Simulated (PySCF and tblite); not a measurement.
Results of a calculation; reference values are marked as such.
Stationary points of C₄H₉NO at PBE0-D3(BJ)/def2-SVP, in Å:

Structure A

```
 1 C     1.293   -0.106   -0.154
 2 C     0.210   -1.132   -0.462
 3 N    -0.829   -1.000    0.538
 4 C    -1.373    0.334    0.564
 5 O    -0.393    1.264    0.907
 6 C     0.660    1.272   -0.024
 7 H     2.065   -0.099   -0.940
 8 H     1.774   -0.370    0.801
 9 H    -0.166   -0.958   -1.498
10 H     0.621   -2.153   -0.434
11 H    -1.564   -1.691    0.423
12 H    -1.815    0.630   -0.423
13 H    -2.164    0.392    1.327
14 H     0.283    1.603   -1.016
15 H     1.387    2.022    0.321
```

Structure B

```
 1 C     1.248   -0.159   -0.145
 2 C     0.141   -1.117   -0.587
 3 N    -1.031   -1.029    0.268
 4 C    -1.452    0.328    0.436
 5 O    -0.451    1.198    0.915
 6 C     0.656    1.231    0.051
 7 H     2.070   -0.128   -0.880
 8 H     1.674   -0.504    0.812
 9 H    -0.172   -0.864   -1.617
10 H     0.495   -2.159   -0.617
11 H    -0.830   -1.438    1.179
12 H    -1.817    0.698   -0.545
13 H    -2.279    0.379    1.158
14 H     0.354    1.646   -0.936
15 H     1.389    1.926    0.488
```

Structure C

```
 1 C     1.282   -0.123   -0.154
 2 C     0.194   -1.130   -0.529
 3 N    -0.913   -0.963    0.365
 4 C    -1.405    0.354    0.516
 5 O    -0.401    1.249    0.932
 6 C     0.661    1.261    0.012
 7 H     2.079   -0.091   -0.915
 8 H     1.732   -0.425    0.805
 9 H    -0.101   -0.963   -1.591
10 H     0.575   -2.160   -0.467
11 H    -1.376   -1.748    0.790
12 H    -1.825    0.750   -0.443
13 H    -2.201    0.376    1.274
14 H     0.300    1.623   -0.976
15 H     1.400    1.989    0.379
```

The path came from a restrained scan, a climbing-image band and a saddle search at GFN2-xTB; energies are PBE0/pcSseg-1 + D3(BJ)//PBE0-D3(BJ)/def2-SVP, thermal terms GFN2-xTB.

Task: Which structure is a saddle point, and along which motion?

Result: C: one imaginary mode (660i cm⁻¹ at GFN2-xTB, mostly on H11, N3), along the pyramidal inversion at N3.

Task: Give their symmetry and energies above the lowest.

Result: A C1, 3.5 kcal/mol; B C1, 0.0 kcal/mol; C C1, 6.3 kcal/mol.
